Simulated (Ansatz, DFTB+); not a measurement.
Elastic constant C12 (GPa) of solids drawn from the class of elemental solids other than molecular ones, at two levels: GFN1-xTB as cut by DFTB+ (DFTB+), and PBE (Ansatz, a first-principles code, plane waves, PAW).

```csv
solid,GFN1-xTB as cut by DFTB+,PBE,shift (%)
hcp Be,38.4,21.2,-45
hcp Zr,19.8,65.0,+228
hcp Re,65.6,266,+305
hcp Os,121,220,+82
hcp Ru,96.4,181,+88
hcp Tc,88.4,219,+148
fcc Cu,69.8,123,+76
fcc Rh,137,179,+31
fcc Ir,137,229,+67
```

The shifts run from -45 % to +305 %, with a median of +82 %.

Of 9 rows, PBE is the larger in 8 and the smaller in 1.

Ansatz's runs of these crystals have no spin polarisation.

Spin–orbit coupling is left out, also for the solids with elements from indium on (hcp Re, hcp Os, fcc Ir); its size isn't shown.

Each level is taken at its own relaxed cell. Caveats: codes differ in how they cut the long-range tail of xTB's charge interaction in a crystal, so the value belongs to this code (GFN1-xTB as cut by DFTB+: hcp Be, hcp Zr, hcp Re, hcp Os, hcp Ru, hcp Tc and 3 more); the method was fitted mainly to molecules (GFN1-xTB as cut by DFTB+: hcp Be, hcp Zr, hcp Re, hcp Os, hcp Ru, hcp Tc and 3 more); the relaxed volume lies over a fifth from the starting cell (GFN1-xTB as cut by DFTB+: hcp Be, hcp Zr). Ansatz's density-functional and Hartree–Fock values are scalar-relativistic unless marked +SOC, with PAW data made under PBE.
